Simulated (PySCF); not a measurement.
## C2HO3: g tensor and hyperfine couplings

C2HO3 (doublet state).
Numbering: `[O:1]=[C:2][O:3][CH:4]=[O:5]` (hydrogens: H6 on C4)

Cartesian coordinates in Å at the GFN2-xTB level; atoms count from 1:
```
atom  x, y, z in Å
O1    -1.9174    0.4110    0.5478
C2    -1.3363   -0.5936    0.3052
O3    -0.0924   -0.8606   -0.0488
C4     0.8620    0.1310   -0.2170
O5     0.6937    1.2875   -0.0679
H6     1.7934   -0.3731   -0.5146
```

The hyperfine couplings belong to this conformer and change with its torsions.

Method: UKS B3LYP, pcH-1 on C H O, non-relativistic, mean-field spin-orbit, GIAO in PySCF. Geometry: GFN2-xTB, one conformer, isolated molecule. Couplings are sensitive to structure, and on GFN2-xTB geometries they can be far from those on DFT ones. No stability test was run, so a lower SCF solution isn't excluded.

| Property | Result |
| --- | --- |
| g1, g2, g3 | 1.99763, 2.00147, 2.00408 |
| g_iso | 2.00106 |
| Form of g | rhombic: the two nearest values differ by 40 % of g3 − g1 |
| ⟨S²⟩ | 0.7530 (exact 0.7500) |
| α and β electrons | 19, 18 |
| HOMO–LUMO gap, α and β orbitals | 4.61, 6.61 eV |
| Total energy | -302.43169 Eh |

Hyperfine couplings atom by atom, in G; T1 to T3 are the principal values of the dipolar part (MHz turned into gauss with g_iso; 10 G = 1 mT):

| atom | isotope | a_iso | T1 | T2 | T3 | Mulliken spin population |
| --- | --- | --- | --- | --- | --- | --- |
| O1 | 17O | -16.5 | -38.5 | 17.4 | 21.0 | 0.23 |
| C2 | 13C | 230.0 | -17.8 | -14.7 | 32.5 | 0.69 |
| O3 | 17O | -76.7 | -8.9 | 4.2 | 4.6 | 0.02 |
| C4 | 13C | 10.6 | -1.7 | -1.6 | 3.3 | 0.03 |
| O5 | 17O | -1.3 | -4.0 | 1.8 | 2.3 | 0.02 |
| H6 | 1H | 14.5 | -1.0 | -0.4 | 1.4 | 0.02 |

The Mulliken spin populations are largest on C2 (+0.69) and O1 (+0.23).

Axes: g3 is normal to the molecular plane.

Under fast tumbling the dipolar parts average out, and these isotropic splittings remain: 1 × 1H (H6, I = 1/2, 2 lines) with 1.45 mT.

The 13C coupling of C2 (644.1 MHz) shows only in satellite lines or after enrichment, since that isotope makes up about 1.07 % of natural carbon.

The 17O coupling of O3 (-214.8 MHz) shows only in satellite lines or after enrichment, since that isotope makes up about 0.038 % of natural oxygen.
